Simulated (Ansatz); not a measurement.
# CH7ClSi: the cost of one run

Method: UKS PBE0/6-31G, in Ansatz 0.2.0.

## (1) The system as given

Bond lengths: Si1–H3 1.443 Å, Si1–H4 1.444 Å, Si1–Cl5 2.065 Å, Si1–C7 2.169 Å, C7–H8 1.095 Å, C7–H9 1.090 Å, C7–H10 1.089 Å. Angles: H3–Si1–H4 136.3°, H3–Si1–Cl5 100.0°, H3–Si1–C7 106.0°, H4–Si1–Cl5 99.6°, H4–Si1–C7 106.2°, Cl5–Si1–C7 104.8°, Si1–C7–H8 101.3°, Si1–C7–H9 117.6°, Si1–C7–H10 115.6°, H8–C7–H9 104.2°, H8–C7–H10 104.5°, H9–C7–H10 111.4°.

Coordinates:

```xyz
10

Si   -0.8696    0.6169   -0.0627
H    -1.0493   -1.1682   -0.6257
H    -1.0203    0.8681   -1.4757
H    -1.7131    0.1445    1.0099
Cl   -0.5091    2.5375    0.6051
H    -0.1192   -1.0595   -0.3374
C     1.0263   -0.4121    0.1611
H     1.6696    0.3979    0.5200
H     1.5194   -0.7639   -0.7454
H     1.0652   -1.1614    0.9507
```

## (2) Run 1

150 steps of 0.5 fs at constant energy, with velocities drawn for 1000 K.

input.yaml

```yaml
crystal:
  periodic: [false, false, false]
  atoms:
    - { symbol: Si, position_ang: [-0.8696, 0.6169, -0.0627] }
    - { symbol: H, position_ang: [-1.0493, -1.1682, -0.6257] }
    - { symbol: H, position_ang: [-1.0203, 0.8681, -1.4757] }
    - { symbol: H, position_ang: [-1.7131, 0.1445, 1.0099] }
    - { symbol: Cl, position_ang: [-0.5091, 2.5375, 0.6051] }
    - { symbol: H, position_ang: [-0.1192, -1.0595, -0.3374] }
    - { symbol: C, position_ang: [1.0263, -0.4121, 0.1611] }
    - { symbol: H, position_ang: [1.6696, 0.3979, 0.52] }
    - { symbol: H, position_ang: [1.5194, -0.7639, -0.7454] }
    - { symbol: H, position_ang: [1.0652, -1.1614, 0.9507] }
magnetization:
  spin_polarized: true
basis:
  gaussian: { orbitals: "6-31G" }
hamiltonian:
  xc: pbe0
md:
  timestep: 0.5
  n_steps: 150
  ensemble: nve
  temperature: 1000.0
  initial_velocities: maxwell_boltzmann
  seed: 346181
```

Started as:

```bash
> ansatz run input.yaml --threads 1 --pin off --max-ram 2048MiB --backend cpu --events-out ev --progress --plain --runs-dir out
```

**Question.** How long does this run take on 1 thread of Arm Neoverse V2, shared host, and how much memory does it need?

About 7.1 min, with a peak of 0.14 GiB.
